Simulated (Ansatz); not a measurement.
**C₂H, doublet: the ladder up to full CI**

Geometry: a point of a stretch scan, not a stationary point.

| atom | x (Å) | y (Å) | z (Å) |
| --- | --- | --- | --- |
| C | 0.0000 | 0.0000 | 0.1220 |
| C | 0.0000 | 0.0000 | -1.3100 |
| H | 0.0000 | 0.0000 | 1.1880 |

Basis 6-31G; Ansatz 0.2.0. Correlated methods freeze the noble-gas cores, which leaves 9 electrons in 18 orbitals. R marks a restricted (for open shells ROHF) determinant, U an unrestricted one. Active spaces: pair = (3e, 3o) about the gap; valence = (9e, 9o) chosen from the atoms' valence shells.

Full CI is exact within this basis and frozen core; it isn't the basis-set limit. The frozen core follows each run's orbitals, which can shift R against U totals by a few meV.

Unrestricted rows (U) aren't spin-pure: their determinants' ⟨S²⟩ exceeds S(S+1) by up to 0.41, so they mix in states of higher spin. For open shells CISD and CISDTQ are restricted-active-space CI with the open shells as a complete middle space.

- UHF ⟨S²⟩: 1.179
- T1 diagnostic (RCCSD): 0.0237
- largest doubles amplitude (RCCSD): 0.159
- T1 diagnostic (UCCSD): 0.0879

```json
{"level": "RMP2", "E − E(RHF) (eV)": "-4.2634"}
{"level": "UMP2", "E − E(RHF) (eV)": "-3.5545"}
{"level": "RCCSD", "E − E(RHF) (eV)": "-4.8114"}
{"level": "UCCSD", "E − E(RHF) (eV)": "-4.8402"}
{"level": "RCCSD(T)", "E − E(RHF) (eV)": "-5.0160"}
{"level": "UCCSD(T)", "E − E(RHF) (eV)": "-5.0027"}
```

(1) Estimate how far full CI in 6-31G lies from RCCSD(T). The table doesn't fix it; the size of (T) and the diagnostics are the guide.

(1) Full CI in 6-31G lies 2.05 mEh below RCCSD(T), which is 27 % of the (T) step (-7.52 mEh). A doubles amplitude is large, and the rest is a large part of (T). The miss exceeds 1 kcal/mol.

The other levels:

```
                     level  E − E(full CI) (mEh)  share of correlation (%)  wall time
                      CISD                 21.33                     88.56     0.63 s
                   BCCD(T)                  2.18                     98.83      1.2 s
                    RCCSDT                  1.02                     99.45          –
                    UCCSDT                  0.95                     99.49          –
                    CISDTQ                  1.24                     99.33        7 s
                 RCCSDT(Q)                  0.17                     99.91      4.4 s
                 UCCSDT(Q)                  0.12                     99.94        6 s
                   RCCSDTQ                  0.14                     99.93       42 s
       CASSCF (pair space)                149.65                     19.71          –
       MRCISD (pair space)                 15.55                     91.66          –
     MRCISD+Q (pair space)                  4.06                     97.82     0.84 s
    CASSCF (valence space)                 49.82                     73.27          –
    NEVPT2 (valence space)                 12.79                     93.14      3.3 s
NEVPT4(SD) (valence space)                  1.59                     99.15      4.6 s
    MRCISD (valence space)                  1.42                     99.24          –
  MRCISD+Q (valence space)                  0.27                     99.86      4.8 s
```

The correlation energy at full CI, counted from RHF, is -5.072 eV. That run took 1.8 min on 1 thread of Arm Neoverse V1, shared host over 6,554,240 determinants.

Run but not shown, since their state, orbitals or frozen core can't be matched to the reference's or they repeat it: UHF.

Times hold each run's SCF and search for its determinant on a shared host, so for small cases they say little of a method's own cost; they ran on 1 thread of Arm Neoverse V1.

The full-CI state has the irrep B1 of C2v, in the program's axes (one component, if the state is degenerate).

Natural occupations of full CI about the gap: 1.971 1.967 1.935 1.885 0.975 0.115 0.059 0.040 0.018 0.011; effectively unpaired electrons, Σ n²(2−n)², 1.14.
